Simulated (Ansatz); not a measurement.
A run for Ansatz (an electronic-structure program): R-PBE/def2-TZVPPD on CH5N (SMILES CN). Files ending in .json are basis or fitting sets from the Basis Set Exchange.

Ansatz 0.2 input:
```yaml
crystal:
  periodic: [false, false, false]
  atoms:
    - {symbol: N, position_ang: [1.62014314, -0.71241674, -0.47750517]}
    - {symbol: H, position_ang: [1.91641214, -0.43787874, -1.40549117]}
    - {symbol: H, position_ang: [2.24369314, -1.46010674, -0.20231017]}
    - {symbol: C, position_ang: [1.78037314, 0.42279426, 0.43616983]}
    - {symbol: H, position_ang: [1.51018314, 0.10809826, 1.44182283]}
    - {symbol: H, position_ang: [2.78778314, 0.84457026, 0.47314183]}
    - {symbol: H, position_ang: [1.08783314, 1.20856926, 0.14351283]}
basis:
  gaussian:
    orbitals: def2-TZVPPD.json
hamiltonian:
  xc: {name: PBE}
scf: {lower_state_search: off}
```

Program output:

```
WARN ansatz: RAYON_NUM_THREADS=2 ignored (pool sized by the plan → 2); use --threads N
Functional definition: PBE
these checks for a lower state are left out or cut short: stability, starts, cluster_reference, orbital_swaps, neighbouring_geometries, increment
integrals: 0.04 GiB planned
648 factors; their error is unknown
mean field: 0.47 GiB planned
mean field evaluation 1: about -2595.8436 eV, gradient 6.9e1 eV
mean field evaluation 2: about -2566.9956 eV, gradient 1.2e2 eV
mean field evaluation 4: about -2605.7685 eV, gradient 1.1e1 eV
mean field evaluation 8: about -2606.0143 eV, gradient 1.8e-1 eV
mean field evaluation 16: about -2605.9930 eV, gradient 4.3e-5 eV
mean field -2605.99295185 eV, -95.7684745750 hartree, gradient 1.7e-6 eV, S^2 0.000000; 0 other end points of the search recorded, 0 dependent functions left out
reference -2605.99298805 eV, -95.7684759052 hartree; 9, 9 occupied and 150, 150 virtual orbitals, 648 factors
Total energy: -2605.99298805 eV, -95.7684759052 hartree
Checks for a lower state left out: stability, starts, cluster_reference, orbital_swaps, neighbouring_geometries, increment
```

The calculation finished and met its thresholds.

Cost: very roughly 1.1 core-seconds.
